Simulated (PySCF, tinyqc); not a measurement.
RHF in the sto-6g basis, for LiH, spin multiplicity 1, step by step. The lowest restricted solution is unstable here: a spin-polarised one lies 0.0102 hartree lower (PySCF). One step of it, computed by the program tinyqc.

Question. Iteration 3: building the Fock matrix. J_ij = sum D_kl (ij|kl), K_ij = sum D_kl (ik|jl); F = H + J - 0.5 K; E = tr D H + tr D J / 2 - 0.25 tr D K + E_nn.

D after iteration 2, lower triangle:
```
            1Li 1s    1Li 2s   1Li 2px   1Li 2py   1Li 2pz     2H 1s
1Li 1s    2.005706
1Li 2s   -0.057595  0.379286
1Li 2px   0.000000  0.000000  0.000000
1Li 2py   0.000000  0.000000  0.000000  0.000000
1Li 2pz  -0.103903  0.336939  0.000000  0.000000  0.300714
2H 1s    -0.151270  0.535596  0.000000  0.000000  0.477646  0.758775
```

core Hamiltonian H = T + V (hartree), lower triangle:
```
            1Li 1s     1Li 2s    1Li 2px    1Li 2py    1Li 2pz      2H 1s
1Li 1s   -4.681181
1Li 2s   -0.993489  -1.317076
1Li 2px   0.000000   0.000000  -1.083020
1Li 2py   0.000000   0.000000   0.000000  -1.083020
1Li 2pz  -0.008289  -0.083002   0.000000   0.000000  -1.144589
2H 1s    -0.063868  -0.354499   0.000000   0.000000  -0.492427  -1.163282
```

Two-electron integrals (ij|kl) in chemists' order, unique and non-zero (hartree):
```
(11|11) 1.681247   (21|11) 0.242603   (21|21) 0.044507   (22|11) 0.397190
(22|21) 0.090279   (22|22) 0.290625   (31|31) 0.009437   (32|31) 0.014261
(32|32) 0.064236   (33|11) 0.397190   (33|21) 0.090279   (33|22) 0.290625
(33|33) 0.313125   (41|41) 0.009437   (42|41) 0.014261   (42|42) 0.064236
(43|43) 0.016875   (44|11) 0.397190   (44|21) 0.090279   (44|22) 0.290625
(44|33) 0.279374   (44|44) 0.313125   (51|51) 0.009437   (52|51) 0.014261
(52|52) 0.064236   (53|53) 0.016875   (54|54) 0.016875   (55|11) 0.397190
(55|21) 0.090279   (55|22) 0.290625   (55|33) 0.279374   (55|44) 0.279374
(55|55) 0.313125   (61|11) 0.014848   (61|21) 0.002691   (61|22) 0.005606
(61|33) 0.005524   (61|44) 0.005524   (61|51) 0.000363   (61|52) 0.000771
(61|55) 0.005770   (61|61) 0.000181   (62|11) 0.069180   (62|21) 0.016114
(62|22) 0.059660   (62|33) 0.056205   (62|44) 0.056205   (62|51) 0.002547
(62|52) 0.018599   (62|55) 0.066570   (62|61) 0.001211   (62|62) 0.025400
(63|31) 0.000942   (63|32) 0.005192   (63|53) 0.002350   (63|63) 0.001231
(64|41) 0.000942   (64|42) 0.005192   (64|54) 0.002350   (64|64) 0.001231
(65|11) 0.095128   (65|21) 0.022289   (65|22) 0.084563   (65|33) 0.078794
(65|44) 0.078794   (65|51) 0.003971   (65|52) 0.029007   (65|55) 0.096100
(65|61) 0.001720   (65|62) 0.038740   (65|65) 0.059427   (66|11) 0.230733
(66|21) 0.054369   (66|22) 0.220606   (66|33) 0.202751   (66|44) 0.202751
(66|51) 0.008240   (66|52) 0.078070   (66|55) 0.256318   (66|61) 0.004166
(66|62) 0.126119   (66|65) 0.197347   (66|66) 0.774999
```

nuclear repulsion = 0.69233826 hartree

Give: Coulomb J; exchange K; Fock matrix F; total energy of this density.

Answer.

Coulomb J (hartree), lower triangle:
```
         1Li 1s  1Li 2s  1Li 2px  1Li 2py  1Li 2pz   2H 1s
1Li 1s   3.9498
1Li 2s   0.6218  1.2943
1Li 2px  0.0000  0.0000   1.2681
1Li 2py  0.0000  0.0000   0.0000   1.2681
1Li 2pz  0.0203  0.1470   0.0000   0.0000   1.3465
2H 1s    0.0398  0.3511   0.0000   0.0000   0.5154  1.5786
```

exchange K (hartree), lower triangle:
```
          1Li 1s  1Li 2s  1Li 2px  1Li 2py  1Li 2pz   2H 1s
1Li 1s    3.3627
1Li 2s    0.5029  0.3045
1Li 2px   0.0000  0.0000   0.0552
1Li 2py   0.0000  0.0000   0.0000   0.0552
1Li 2pz  -0.0032  0.2352   0.0000   0.0000   0.3026
2H 1s     0.0341  0.3427   0.0000   0.0000   0.4293  0.9639
```

Fock matrix F (hartree), lower triangle:
```
          1Li 1s   1Li 2s  1Li 2px  1Li 2py  1Li 2pz    2H 1s
1Li 1s   -2.4128
1Li 2s   -0.6231  -0.1751
1Li 2px   0.0000   0.0000   0.1575
1Li 2py   0.0000   0.0000   0.0000   0.1575
1Li 2pz   0.0136  -0.0537   0.0000   0.0000   0.0506
2H 1s    -0.0411  -0.1748   0.0000   0.0000  -0.1917  -0.0666
```

total energy of this density = -7.883747 hartree
